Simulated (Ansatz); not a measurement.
**H3MgNO (SMILES [NH2][Mg][OH]): single points off equilibrium**

An exercise on one series of results from a longer session: the logs are not shown, and one member is left open.

The runs use Ansatz 0.2.0, Gaussian basis; single points in def2-TZVPP.

Correlated methods freeze the cores. The outer core shell of Li, Na, Mg and K is correlated. B3LYP uses VWN-RPA correlation.

## Starting geometry

SMILES `[NH2][Mg][OH]`, 6 atoms, charge 0, spin multiplicity 1.

Atoms are counted from 1 here; the program's logs count them from 0.

Bond lengths: N1–Mg2 1.881 Å, N1–H4 1.053 Å, N1–H5 1.019 Å, Mg2–O3 1.678 Å, O3–H6 0.965 Å. Angles: Mg2–N1–H4 110.3°, Mg2–N1–H5 109.2°, H4–N1–H5 103.3°, N1–Mg2–O3 135.6°, Mg2–O3–H6 160.8°.

As a file:

```mol
H3MgNO
  3D, bonds by distance, orders not assigned

  6  5  0  0  0  0  0  0  0  0999 V2000
   -1.0546    0.0493   -1.0224 N   0  0
    0.2555   -0.8899   -0.0523 Mg  0  0
    1.2990   -0.5315    1.2117 O   0  0
   -0.6229    0.8738   -1.5146 H   0  0
   -1.7087    0.4811   -0.3714 H   0  0
    1.9221   -0.0518    1.7709 H   0  0
  1  2  8  0
  1  4  8  0
  1  5  8  0
  2  3  8  0
  3  6  8  0
M  END
```

Set-up of the first run:

Input file run/in.yaml:

```yaml
crystal:
  periodic: [false, false, false]
  atoms:
    - {symbol: N, position_ang: [-1.054600, 0.049300, -1.022400]}
    - {symbol: Mg, position_ang: [0.255500, -0.889900, -0.052300]}
    - {symbol: O, position_ang: [1.299000, -0.531500, 1.211700]}
    - {symbol: H, position_ang: [-0.622900, 0.873800, -1.514600]}
    - {symbol: H, position_ang: [-1.708700, 0.481100, -0.371400]}
    - {symbol: H, position_ang: [1.922100, -0.051800, 1.770900]}
basis:
  gaussian: {orbitals: def2-TZVPP}
correlation: {method: ccsd_t}
output: {forces: true}
```

The command line of these runs was not kept.

Among the steps run: CCSD(T)/def2-TZVPP; PBE0-D4/def2-TZVPP; wB97M-V/def2-TZVPP; r2SCAN-D4/def2-TZVPP; PBE-D4/def2-TZVPP; CAM-B3LYP-D4/def2-TZVPP; B3LYP-D4/def2-TZVPP.

One of the session's tables, all rows but one given; the rest of the session is left out.

| method | RMS force component (eV/Å) | angle to CCSD(T) forces (°) | dipole (D) |
| --- | --- | --- | --- |
| CCSD(T) | 1.079 | reference | 2.21 |
| PBE0-D4 | 1.088 | 1.8 | 2.07 |
| wB97M-V | 1.106 | 2.2 | 2.08 |
| r2SCAN-D4 | ? | ? | ? |
| PBE-D4 | 0.995 | 10.2 | 1.88 |
| CAM-B3LYP-D4 | 1.055 | 4.1 | 2.04 |
| B3LYP-D4 | 1.065 | 2.1 | 2.01 |

Q: Estimate the row for r2SCAN-D4 from the others.

As computed: RMS force component (eV/Å): 1.063; angle to CCSD(T) forces (°): 1.4; dipole (D): 2.10. In the column «RMS force component (eV/Å)» it lies between CAM-B3LYP-D4 (1.055) and B3LYP-D4 (1.065).
